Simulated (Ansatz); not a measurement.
# CHAlSi: one structure at several levels

The task here is to estimate one member of a computed series from the others.

Computed with Ansatz 0.2.0, Gaussian basis. Level: single points in def2-TZVPP.

Cores are frozen in the correlated methods.

## Starting geometry

4 atoms, charge 0, spin multiplicity 1.

Atoms are counted from 1 here; the program's logs count them from 0.

Bond lengths: C1–Si2 1.613 Å, C1–Al3 1.819 Å, Si2–Al3 2.457 Å, Al3–H4 1.688 Å. Angles: Si2–C1–Al3 91.2°, C1–Si2–Al3 47.7°, C1–Al3–Si2 41.0°, C1–Al3–H4 163.9°, Si2–Al3–H4 147.5°.

Geometry (Å):

```tsv
atom	x (Å)	y (Å)	z (Å)
C1	0.3445	0.6882	1.0599
Si2	0.6356	-0.8260	1.5336
Al3	-0.3458	0.1038	-0.5178
H4	-0.6910	-0.1124	-2.1560
```

The first run:

run/in.yaml

```yaml
crystal:
  periodic: [false, false, false]
  atoms:
    - {symbol: C, position_ang: [0.344500, 0.688200, 1.059900]}
    - {symbol: Si, position_ang: [0.635600, -0.826000, 1.533600]}
    - {symbol: Al, position_ang: [-0.345800, 0.103800, -0.517800]}
    - {symbol: H, position_ang: [-0.691000, -0.112400, -2.156000]}
basis:
  gaussian: {orbitals: def2-TZVPP}
correlation: {method: ccsd_t}
output: {forces: true}
```

No record of the launch command was kept for these runs.

Among the steps run: CCSD(T)/def2-TZVPP; PBE0-D4/def2-TZVPP; wB97M-V/def2-TZVPP; r2SCAN-D4/def2-TZVPP; PBE-D4/def2-TZVPP; CAM-B3LYP-D4/def2-TZVPP; B97M-V/def2-TZVPP.

One table of the session follows, with a row left open; its other results are not shown here.

| method | RMS force component (eV/Å) | angle to CCSD(T) forces (°) | dipole (D) |
| --- | --- | --- | --- |
| CCSD(T) | 1.937 | reference | 2.80 |
| PBE0-D4 | 1.707 | 5.4 | 2.92 |
| wB97M-V | 1.626 | 7.7 | 2.96 |
| r2SCAN-D4 | 1.733 | 4.0 | 2.83 |
| PBE-D4 | ? | ? | ? |
| CAM-B3LYP-D4 | 1.556 | 11.2 | 3.03 |
| B97M-V | 1.731 | 6.5 | 2.61 |

**Question.** Estimate the row for PBE-D4.

**Answer.** RMS force component (eV/Å): 1.856; angle to CCSD(T) forces (°): 2.5; dipole (D): 2.69. In the column «RMS force component (eV/Å)» it lies between r2SCAN-D4 (1.733) and CCSD(T) (1.937).
